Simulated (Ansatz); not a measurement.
**SiH₄ (triplet): wB97M-V, B2PLYP over a scan of the distance Si1–H2, 6-31G**

Aim: run SiH₄ (triplet) with these functionals over a scan of the distance Si1–H2, and hold them against the top wave-function level at the same points.

The runs use Ansatz 0.2.0, Gaussian basis; 6-31G, all electrons in the functionals, frozen cores in the correlation of double hybrids and RPA.

To be run: wB97M-V, B2PLYP, at 1.193 Å; 1.350 Å; 1.529 Å; 1.660 Å; 1.905 Å; 2.136 Å; 2.393 Å; 2.840 Å; 3.369 Å; 4.124 Å; 5.179 Å.

19 further runs of the same task are left out: 12 that didn't finish, 7 set aside as unsound or not needed.

### 1 The system

The geometry derives from a PBE0/def2-TZVP stationary point (not a proven minimum). One bond is set to the value named and the two fragments are kept rigid.

5 atoms, charge 0, spin multiplicity 3.

Atoms are counted from 1 here; the program's logs count them from 0.

Bond lengths: Si1–H2 1.529 Å, Si1–H3 1.529 Å, Si1–H4 1.529 Å, Si1–H5 1.529 Å. Angles: H2–Si1–H3 90.0°, H2–Si1–H4 90.0°, H2–Si1–H5 180.0°, H3–Si1–H4 180.0°, H3–Si1–H5 90.0°, H4–Si1–H5 90.0°.

No dispersion term is added; wB97M-V holds VV10 nonlocal correlation.

The geometry shown and the zero of energy belong to the point 1.529 Å. The yardstick, FCI, and other wave-function levels (R restricted, U unrestricted, valence and pair active spaces) come from earlier runs.

### 2 wB97M-V, 1.193 Å

Contents of in.yaml:

```yaml
crystal:
  periodic: [false, false, false]
  atoms:
    - {symbol: Si, position_ang: [-0.000080, 0.007489, 0.007437]}
    - {symbol: H, position_ang: [-0.009070, 0.853976, 0.848048]}
    - {symbol: H, position_ang: [-0.016577, -1.070143, 1.092424]}
    - {symbol: H, position_ang: [0.016417, 1.085121, -1.077550]}
    - {symbol: H, position_ang: [0.011445, -1.077618, -1.070139]}
basis:
  gaussian: {orbitals: 6-31G}
magnetization: {spin_polarized: true, initial_magnetization: 2}
hamiltonian: {xc: {name: wB97M-V}}
output: {forces: true, orbitals: {seedname: orbitals}}
```

Launch:

```sh
> ansatz run in.yaml --threads 1 --pin off --events-out ev --progress --plain --max-ram 2393MiB
```

Further steps of the session: wB97M-V, 1.350 Å; wB97M-V, 1.529 Å; wB97M-V, 1.660 Å; wB97M-V, 1.905 Å; wB97M-V, 2.136 Å; wB97M-V, 2.393 Å; wB97M-V, 2.840 Å; wB97M-V, 3.369 Å; wB97M-V, 4.124 Å; wB97M-V, 5.179 Å; B2PLYP, 1.193 Å; B2PLYP, 1.350 Å; B2PLYP, 1.529 Å; B2PLYP, 1.660 Å; B2PLYP, 1.905 Å; B2PLYP, 2.136 Å; B2PLYP, 2.393 Å; B2PLYP, 2.840 Å; B2PLYP, 3.369 Å; B2PLYP, 4.124 Å; B2PLYP, 5.179 Å.

**Question.** What will the summary of the whole plan be? Wanted: span of the FCI curve; largest miss, wB97M-V; largest miss, B2PLYP.

**Answer**, as computed:

```
             quantity                value
span of the FCI curve             1.589 eV
largest miss, wB97M-V  +0.634 eV (5.179 Å)
 largest miss, B2PLYP  +0.447 eV (5.179 Å)
```

What this shows: Of the functionals, B2PLYP keep the smallest largest miss at the points compared (at most 0.447 eV) and wB97M-V strays most (0.634 eV, at 5.179 Å). Functionals and the yardstick converge differently with the basis, so part of each miss in 6-31G is the basis.
